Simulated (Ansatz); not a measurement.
Point defect: Cu vacancy in Cu

Level of theory: Ansatz, DFT PBE, scalar-relativistic, plane waves, PAW. Run with 420 eV cutoff, 4×4×4 k-mesh, Gaussian smearing of 0.10 eV, no spin polarisation.

Host crystal, relaxed:

```
Cu
1.0
     0.00000    1.81490    1.81490
     1.81490    0.00000    1.81490
     1.81490    1.81490    0.00000
Cu
1
Direct
  0.00000 0.00000 0.00000
```

Supercell of 27 atoms, rows in host cell vectors: 3 -3 0; 3 0 -3; 3 0 0. Atoms relax at the host's cell, keeping the symmetry that the supercell leaves at the site. The cell is small, so energies carry finite-size errors of tenths of an eV. The host is a metal. Atoms are taken from and returned to the elements' standard states.

Defect: Cu vacancy at (0.000, 0.000, 0.000) of the host cell.

(1) What is the formation energy of the neutral defect?

(2) Does the neutral defect carry a moment, and how do its surroundings relax?

## Answers

(1) 1.19 eV.

(2) The neutral run had no spin polarisation, so a moment wasn't tested. The nearest neighbours before are 12 Cu at 2.57 Å; after relaxation the atoms near the site are 12 Cu at 2.54 Å; the largest move is 0.03 Å.

Cost: 2 runs of about 5.6 core-minutes in all, on Intel Xeon Processor @ 2.70GHz (shared hosts).